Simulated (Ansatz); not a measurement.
**H₂LiNSi (SMILES [Li][N]=[SiH2]): functionals against CCSD(T) at one geometry**

How do the functionals fare away from a minimum? The structure is a structure displaced at random from a GFN2-xTB minimum.

Method: single points in def2-TZVPP; program: Ansatz 0.2.0, Gaussian basis.

Correlated methods freeze the cores. The outer core shell of Li, Na, Mg and K is correlated.

## 1. Where the work starts

SMILES `[Li][N]=[SiH2]`, 5 atoms, charge 0, spin multiplicity 1.

Atoms are counted from 1 here; the program's logs count them from 0.

Bond lengths: Li1–N2 1.705 Å, N2–Si3 1.640 Å, Si3–H4 1.395 Å, Si3–H5 1.565 Å. Angles: Li1–N2–Si3 176.8°, N2–Si3–H4 130.8°, N2–Si3–H5 122.0°, H4–Si3–H5 106.6°.

Geometry (Å):

```mol
H2LiNSi
  3D, bonds by distance, orders not assigned

  5  4  0  0  0  0  0  0  0  0999 V2000
   -2.6140    0.7502    0.2978 Li  0  0
   -0.9825    0.2987    0.0942 N   0  0
    0.5640   -0.2196   -0.0746 Si  0  0
    1.0731   -1.4594   -0.4623 H   0  0
    1.7808    0.6249    0.4321 H   0  0
  1  2  8  0
  2  3  8  0
  3  4  8  0
  3  5  8  0
M  END
```

## 2. CCSD(T)/def2-TZVPP

File run/in.yaml:

```yaml
crystal:
  periodic: [false, false, false]
  atoms:
    - {symbol: Li, position_ang: [-2.614000, 0.750200, 0.297800]}
    - {symbol: N, position_ang: [-0.982500, 0.298700, 0.094200]}
    - {symbol: Si, position_ang: [0.564000, -0.219600, -0.074600]}
    - {symbol: H, position_ang: [1.073100, -1.459400, -0.462300]}
    - {symbol: H, position_ang: [1.780800, 0.624900, 0.432100]}
basis:
  gaussian: {orbitals: def2-TZVPP}
correlation: {method: ccsd_t}
output: {forces: true}
```

No record of the launch command was kept for these runs.

## 3. PBE0-D4/def2-TZVPP

run/in.yaml: that of step 2 with these lines changed.

```diff
@@ -10,3 +10,3 @@
   gaussian: {orbitals: def2-TZVPP}
-correlation: {method: ccsd_t}
-output: {forces: true}
+hamiltonian: {xc: pbe0, dispersion: d4}
+output: {forces: true, orbitals: {seedname: orbitals}}
```

## 4. wB97M-V/def2-TZVPP

run/in.yaml: that of step 3 with these lines changed.

```diff
@@ -10,3 +10,3 @@
   gaussian: {orbitals: def2-TZVPP}
-hamiltonian: {xc: pbe0, dispersion: d4}
-output: {forces: true, orbitals: {seedname: orbitals}}
+hamiltonian: {xc: {name: wB97M-V}}
+output: {forces: true}
```

## 5. r2SCAN-D4/def2-TZVPP

run/in.yaml: that of step 4 with these lines changed.

```diff
@@ -10,3 +10,3 @@
   gaussian: {orbitals: def2-TZVPP}
-hamiltonian: {xc: {name: wB97M-V}}
+hamiltonian: {xc: r2scan, dispersion: d4}
 output: {forces: true}
```

## 6. PBE-D4/def2-TZVPP

run/in.yaml: that of step 5 with these lines changed.

```diff
@@ -10,3 +10,3 @@
   gaussian: {orbitals: def2-TZVPP}
-hamiltonian: {xc: r2scan, dispersion: d4}
+hamiltonian: {xc: pbe, dispersion: d4}
 output: {forces: true}
```

## 7. CAM-B3LYP-D4/def2-TZVPP

run/in.yaml: that of step 6 with these lines changed.

```diff
@@ -10,3 +10,3 @@
   gaussian: {orbitals: def2-TZVPP}
-hamiltonian: {xc: pbe, dispersion: d4}
+hamiltonian: {xc: {name: CAM-B3LYP}, dispersion: d4}
 output: {forces: true}
```

## 8. HSE06-D4/def2-TZVPP

run/in.yaml: that of step 7 with these lines changed.

```diff
@@ -10,3 +10,3 @@
   gaussian: {orbitals: def2-TZVPP}
-hamiltonian: {xc: {name: CAM-B3LYP}, dispersion: d4}
+hamiltonian: {xc: hse06, dispersion: d4}
 output: {forces: true}
```

(Steps that only read results are left out.)

**Question.** What will these runs give? Wanted: energy less free atoms, CCSD(T)/def2-TZVPP; RMS force component; RMS force error; HOMO and LUMO, PBE0-D4; T1 diagnostic.

As calculated:

| quantity | value |
| --- | --- |
| energy less free atoms, CCSD(T)/def2-TZVPP | -1276.2 kJ/mol |
| RMS force component | 1.274 to 1.506 eV/Å over the methods |
| RMS force error | PBE0-D4 0.232, wB97M-V 0.275, r2SCAN-D4 0.157, PBE-D4 0.134, CAM-B3LYP-D4 0.313, HSE06-D4 0.224 eV/Å |
| HOMO and LUMO, PBE0-D4 | -5.18 and -0.91 eV |
| T1 diagnostic | 0.019 |

Against CCSD(T) the functionals' energies less atoms differ by -76.7 to -20.0 kJ/mol, PBE-D4 by -76.7 kJ/mol. CCSD(T) in triple zeta still lacks some correlation energy of the bonds, so part of these gaps is its own basis error and they don't rank the functionals. For forces PBE-D4 does best and CAM-B3LYP-D4 worst. Frozen-core CCSD(T) forces in triple zeta carry basis errors of their own, and this is one geometry, so small gaps rank nothing. The restricted Hartree–Fock reference is unstable towards an unrestricted one at one or more of these structures.
